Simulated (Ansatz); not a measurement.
Compare A (`C=CCC=O`) with its isomer B (`C#COCC`).

Calculated with Ansatz (gas phase, PBE0-D4/def2-TZVP geometries, no zero-point term in ΔE). CCSD(T)/CBS adds triple-zeta CCSD(T) − MP2 to the extrapolated MP2 energy (def2 sets, frozen cores). Functionals use def2-TZVPP. B3LYP here is the variant with VWN-RPA as its local correlation; programs differ in this. Each species was taken in one conformer, which may not be the lowest.

(1) Which isomer does CCSD(T)/CBS put lower? Give the gap. (Best estimate.)

(2) Give E(B) − E(A) in kJ/mol with MP2/def2-TZVPP, B3LYP, PBE-D4, B3LYP-D4, B2PLYP, CCSD(T)/def2-SVP, HF/def2-TZVPP. (An estimate is asked.)

(3) Does the order hold for the free energy at 298.15 K (harmonic terms from PBE0-D4)? (Best estimate.)

Largest T1 diagnostic: 0.013.

Answers

(1) Ansatz gave: A, by 152.9 kJ/mol.

(2) The calculation gave: MP2/def2-TZVPP 146.8, B3LYP 151.0, PBE-D4 155.6, B3LYP-D4 153.8, B2PLYP 149.7, CCSD(T)/def2-SVP 165.9, HF/def2-TZVPP 155.6. None reverses the order clearly.

(3) The calculation gave: Yes: G(B) − G(A) = +152.9 kJ/mol, for one conformer each.

Leaving LDA and LC-ωPBE aside and taking each functional with its dispersion term where it has one, the values, not all of them listed here, spread over 11.6 kJ/mol, from B2PLYP to revPBE-D4. LDA lies −10.1 kJ/mol from PBE without D4. At CCSD(T), def2-SVP lies +13.0 kJ/mol from the extrapolated value and def2-TZVPP +2.1 kJ/mol.
